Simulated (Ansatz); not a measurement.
Basis-set extrapolation for `CCC(C)CC` (PBE0-D4/def2-TZVP geometry, frozen core, Ansatz 0.2.0). Multiplicity 1, RHF reference.

```csv
,def2-TZVPP,def2-QZVPP
HF,-235.451305,-235.462585
MP2 correlation,-1.070177,-1.135774
CCSD(T) correlation,-1.184971,not run
```

Energies in hartree. Use E(X) = E(∞) + A·exp(−7.88·√X) for Hartree–Fock and E(X) = E(∞) + B·X^(−2.97) for correlation, with X = 3 and 4, and add CCSD(T) minus MP2 of the smaller set to the MP2 limit.

**Question.** What is the CCSD(T) energy at the basis-set limit?

**Answer.** HF limit: -235.462585 + (-0.011280) × 0.13774 = -235.46414. MP2 limit: -1.135774 + (-0.065597) × 0.74074 = -1.18436. Higher-order term: -1.184971 − (-1.070177) = -0.11479. Total: -236.76329 hartree, 333.5 kJ/mol below CCSD(T)/def2-TZVPP.
